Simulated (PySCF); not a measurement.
Compound: C5H6.
Numbering: `[CH2:1]=[CH:2][C:3]#[C:4][CH3:5]` (hydrogens: H6, H7 on C1; H8 on C2; H9, H10, H11 on C5)

Computed by this run: PySCF 2.14.0, PBE0-D3(BJ)/def2-SVP geometry optimisation, gas phase; density fitting, grid level 1; the optimiser is geomeTRIC in internal coordinates, started from an MMFF94s structure.

Step 0: E = -5270.3054 eV
```
atom  x, y, z in Å  |  force x, y, z in eV/Å
C1     -2.3643    0.3824    0.9058   -0.270  -0.120   0.024
C2     -1.5871   -0.5593    0.3612    0.245   0.468   0.111
C3     -0.2126   -0.3256    0.0966   -1.275  -0.443   0.163
C4      0.9508   -0.1316   -0.1286    1.886   0.290  -0.373
C5      2.3673    0.1064   -0.4023   -0.599  -0.080   0.092
H6     -1.9756    1.3620    1.1671    0.116   0.212   0.049
H7     -3.4134    0.1885    1.1020   -0.298  -0.035   0.063
H8     -1.9990   -1.5316    0.1085   -0.112  -0.331  -0.094
H9      2.9841   -0.1927    0.4506    0.156  -0.062   0.183
H10     2.5528    1.1664   -0.6000    0.061   0.224  -0.037
H11     2.6963   -0.4645   -1.2758    0.089  -0.122  -0.180
```

Step 1: E = -5270.3364 eV
```
atom  x, y, z in Å  |  force x, y, z in eV/Å
C1     -2.3991    0.3824    0.9152   -0.023   0.005   0.007
C2     -1.5882   -0.5368    0.3693    0.083   0.031  -0.009
C3     -0.2052   -0.3178    0.0969    0.107   0.013  -0.022
C4      0.9755   -0.1301   -0.1356   -0.272  -0.061   0.049
C5      2.3813    0.0995   -0.4092    0.077   0.006  -0.020
H6     -2.0223    1.3730    1.1844   -0.034  -0.007   0.006
H7     -3.4546    0.1675    1.1054    0.055  -0.011  -0.018
H8     -1.9922   -1.5239    0.1085    0.035   0.030   0.002
H9      3.0078   -0.2006    0.4472   -0.016   0.006  -0.020
H10     2.5798    1.1648   -0.6107   -0.006  -0.025   0.005
H11     2.7164   -0.4776   -1.2864   -0.004   0.012   0.021
```

Step 2: E = -5270.3366 eV
```
atom  x, y, z in Å  |  force x, y, z in eV/Å
C1     -2.4200    0.3840    0.9211    0.045   0.038   0.002
C2     -1.5758   -0.5059    0.3776   -0.019  -0.106  -0.033
C3     -0.1951   -0.2948    0.1027   -0.068   0.142   0.070
C4      0.9845   -0.1219   -0.1349    0.017  -0.022  -0.011
C5      2.3932    0.0883   -0.4166    0.009  -0.002  -0.008
H6     -2.0982    1.3879    1.2095    0.040  -0.008  -0.014
H7     -3.4667    0.1227    1.0919   -0.001  -0.013  -0.005
H8     -1.9630   -1.4969    0.1109   -0.012  -0.026  -0.007
H9      3.0191   -0.2167    0.4376   -0.005  -0.001   0.001
H10     2.6043    1.1495   -0.6223   -0.003   0.000   0.001
H11     2.7168   -0.4958   -1.2926   -0.002  -0.002   0.003
```

**Question.** Estimate the geometry and energy of step 3. (The exact step hangs on the optimiser's Hessian estimate; all steps are aligned on step 2, rigid shifts and turns removed.)

**Answer.** E = -5270.3384 eV, largest force 0.066 eV/Å
```
atom  x, y, z in Å  |  force x, y, z in eV/Å
C1     -2.4084    0.3834    0.9179   -0.041  -0.006   0.008
C2     -1.5800   -0.5200    0.3735    0.007   0.001  -0.001
C3     -0.2013   -0.2976    0.1033   -0.017   0.028   0.015
C4      0.9776   -0.1209   -0.1329    0.060  -0.016  -0.022
C5      2.3863    0.0925   -0.4134   -0.006   0.005   0.002
H6     -2.0655    1.3823    1.1992    0.021  -0.008  -0.009
H7     -3.4578    0.1389    1.0956   -0.018  -0.001   0.004
H8     -1.9703   -1.5103    0.1078   -0.005  -0.001   0.000
H9      3.0116   -0.2116    0.4413    0.001  -0.002   0.004
H10     2.5951    1.1542   -0.6182    0.001   0.005  -0.001
H11     2.7119   -0.4905   -1.2892   -0.003  -0.004  -0.002
```

The energy changes by -0.0018 eV. The first-order estimate −F·Δx gives -0.0038 eV and the mean of the old and new forces, exact on a quadratic surface, -0.0018 eV. The step makes an angle of 71° with the force vector and moves no atom by more than 0.035 Å.

What follows is the cost of the whole optimisation. Cost: about 15 s of CPU time on one thread; the machine was shared, so the figure is rough.
